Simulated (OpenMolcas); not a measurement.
**C6H12 (cis-2-hexene): the vertical ionisation energy from total energies**

C6H12: 18 atoms, total charge 0, spin state singlet. SMILES: `C/C=C\CCC`. The shape is that of a GFN2-xTB optimisation. This is one conformer, not always the lowest.

Both states at this one shape; open shells run unrestricted unless said. 1 Eh = 27.2114 eV.

| level | program | singlet C6H12 (Eh) | doublet [C6H12]+ (Eh) | HOMO of the first (eV) |
| --- | --- | --- | --- | --- |
| HF/ANO-RCC-MB (DKH2) | OpenMolcas | -233.984712 | -233.630725 | -10.80 |
| HF/ANO-RCC-VDZ (DKH2) | OpenMolcas | -234.207998 | -233.913833 | -9.36 |
| HF/ANO-RCC-VDZP (DKH2) | OpenMolcas | -234.342293 | -234.058760 | -9.24 |

Question: Work out the vertical ionisation energy at each level.

Answer: 
1. HF/ANO-RCC-MB (DKH2): -233.630725 − (-233.984712) = 0.353987 Eh = 9.63 eV; −ε(HOMO) = 10.80 eV.
2. HF/ANO-RCC-VDZ (DKH2): -233.913833 − (-234.207998) = 0.294165 Eh = 8.00 eV; −ε(HOMO) = 9.36 eV.
3. HF/ANO-RCC-VDZP (DKH2): -234.058760 − (-234.342293) = 0.283533 Eh = 7.72 eV; −ε(HOMO) = 9.24 eV.

No measured value is set beside it here; the levels span 7.72 to 9.63 eV. In Hartree–Fock, −ε(HOMO) (Koopmans) exceeds the difference of totals by the orbital relaxation of the ion. Minimal sets are far from the basis-set limit.
